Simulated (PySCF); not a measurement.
## How well do the runs reproduce experiment for CCl3F?

**What was measured.**

From NIST CCCBDB Release 22 (SRD 101), experimental dipoles, for the gas: dipole moment (microwave Stark effect, vibrational ground state) 0.46 ± 0.02 D.

The runs below try to reproduce these values; the comparison stands at the end.

Species: CCl₃F.
Atom-mapped SMILES: `[F:1][C:2]([Cl:3])([Cl:4])[Cl:5]`

Geometry (PBE0-D3(BJ)/def2-SVP, Å), atoms numbered from 1 in this order:
```
atom  x, y, z in Å
F1     0.1321    0.6557   -1.2340
C2     0.0136    0.0277   -0.0716
Cl3    1.2223    0.6726    1.0437
Cl4   -1.6131    0.3079    0.5580
Cl5    0.2800   -1.6997   -0.3327
```

Runs made with PySCF (gas phase, on this PBE0-D3(BJ)/def2-SVP geometry; no spin–orbit coupling):

| level | job | basis functions |
| --- | --- | --- |
| PBE0-D3(BJ)/def2-SVP, grid level 1 | geometry optimisation from a GFN2-xTB start shaken at random | 82 |

## Comparison

**Dipole moment.** Measured: 0.46 D (NIST CCCBDB Release 22 (SRD 101), experimental dipoles).

| level | computed (D) | computed − measured (D) | % (from the printed values) |
| --- | --- | --- | --- |
| PBE0-D3(BJ)/def2-SVP | 0.30 | -0.16 | -35 |

The computed dipoles belong to one fixed geometry; measured ones are averaged over vibrations unless marked μe. Magnitudes are compared, not signs.

No measured geometry was used, and the causes of the misses weren't examined.
